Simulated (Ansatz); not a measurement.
# CH₂BO radical (SMILES [CH2]B=O): single points off equilibrium

An exercise on one series of results from a longer session: the logs are not shown, and one member is left open.

The runs use Ansatz 0.2.0, Gaussian basis; single points in def2-TZVPP.

Correlated methods freeze the cores. Orbitals are unrestricted.

**The starting structure**

SMILES `[CH2]B=O`, 5 atoms, charge 0, spin multiplicity 2.

Atoms are counted from 1 here; the program's logs count them from 0.

Bond lengths: C1–B2 1.589 Å, C1–H4 1.366 Å, C1–H5 1.159 Å, B2–O3 1.119 Å. Angles: B2–C1–H4 132.5°, B2–C1–H5 114.9°, H4–C1–H5 108.0°, C1–B2–O3 164.0°.

As a file:

```xyz
5

C    -0.2037    0.2768   -0.4855
B     0.4447   -0.6036    0.6680
O     1.1577   -1.1817    1.3072
H    -0.8275   -0.0505   -1.6556
H    -0.6004    1.3115   -0.1443
```

Set-up of the first run:

File run/in.yaml:

```yaml
crystal:
  periodic: [false, false, false]
  atoms:
    - {symbol: C, position_ang: [-0.203700, 0.276800, -0.485500]}
    - {symbol: B, position_ang: [0.444700, -0.603600, 0.668000]}
    - {symbol: O, position_ang: [1.157700, -1.181700, 1.307200]}
    - {symbol: H, position_ang: [-0.827500, -0.050500, -1.655600]}
    - {symbol: H, position_ang: [-0.600400, 1.311500, -0.144300]}
basis:
  gaussian: {orbitals: def2-TZVPP}
magnetization: {spin_polarized: true, initial_magnetization: 1}
correlation: {method: ccsd_t}
scf: {omitted_lower_state_checks: [cluster_reference]}
output: {forces: true}
```

No record of the launch command was kept for these runs.

Among the steps run: CCSD(T)/def2-TZVPP; PBE0-D4/def2-TZVPP; wB97M-V/def2-TZVPP; r2SCAN-D4/def2-TZVPP; PBE-D4/def2-TZVPP; LC-wPBE/def2-TZVPP; CAM-B3LYP-D4/def2-TZVPP.

One of the session's tables, all rows but one given; the rest of the session is left out.

| method | RMS force component (eV/Å) | angle to CCSD(T) forces (°) | dipole (D) |
| --- | --- | --- | --- |
| CCSD(T) | 4.687 | reference | 3.10 |
| PBE0-D4 | 4.421 | 2.0 | 3.25 |
| wB97M-V | ? | ? | ? |
| r2SCAN-D4 | 4.556 | 1.5 | 3.18 |
| PBE-D4 | 4.751 | 2.4 | 3.05 |
| LC-wPBE | 4.365 | 3.2 | 3.32 |
| CAM-B3LYP-D4 | 4.292 | 2.9 | 3.29 |

**Question.** Estimate the row for wB97M-V.

**Answer.** RMS force component (eV/Å): 4.435; angle to CCSD(T) forces (°): 2.1; dipole (D): 3.25. In the column «RMS force component (eV/Å)» it lies between PBE0-D4 (4.421) and r2SCAN-D4 (4.556).
